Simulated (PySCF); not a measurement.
Al: ionisation energy

Al [Ne] 3s2 3p1 (2P) → Al⁺ [Ne] 3s2 (1S), as a difference of total energies. Calculation: PySCF 2.14, in dyall-acv3z; the non-relativistic Hamiltonian (point nucleus). Correlated levels: valence and next inner shell: 1s2 frozen; virtual orbitals above 40 to 60 times the deepest correlated orbital energy dropped. The calculations carry no spin-orbit coupling.

| method | ionisation energy (eV) | plus first-order spin-orbit estimate | error of that sum (eV) |
| --- | --- | --- | --- |
| UHF | 5.609 | 5.617 | -0.369 |
| MP2 (valence and next inner shell) | 5.820 | 5.828 | -0.158 |
| SCS-MP2 (valence and next inner shell) | 5.808 | 5.816 | -0.170 |
| CCSD (valence and next inner shell) | 5.922 | 5.930 | -0.056 |
| CCSD(T) (valence and next inner shell) | 5.949 | 5.957 | -0.029 |

Reference: 5.986 eV (measured; NIST Atomic Spectra Database, ionization energies).

A first-order spin-orbit estimate (lowest level to lowest level, LS coupling) adds 0.008 eV.

Errors of the correlated levels include the incompleteness of this basis and the frozen core.
